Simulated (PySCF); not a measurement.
Nitrogen: a sound run and one with changed settings

Sound run: N [He] 2s2 2p3, N⁺ [He] 2s2 2p2. Computed with PySCF 2.14 in cc-pVDZ (3s2p1d, 14 functions), with no relativity, point nucleus. In the sound run the correlated levels freeze 1s2. The sound run starts from symmetry-adapted Hartree-Fock orbitals and uses a fine grid where one is needed.

Changed run: initial guess atom, at most 50 SCF cycles.

| species | method | sound run (hartree) | changed run (hartree) | converged |
| --- | --- | --- | --- | --- |
| N | UHF | -54.39111 | -54.39111 | yes |
| N | BP86 | -54.57800 | -54.57800 | yes |
| N | CCSD(T) | -54.47850 | -54.47850 | yes |
| N⁺ | PBE0 | -53.99268 | -53.99268 | yes |
| N⁺ | MP2 | -53.93437 | -53.93437 | yes |

Here the plain start reaches the same solutions.
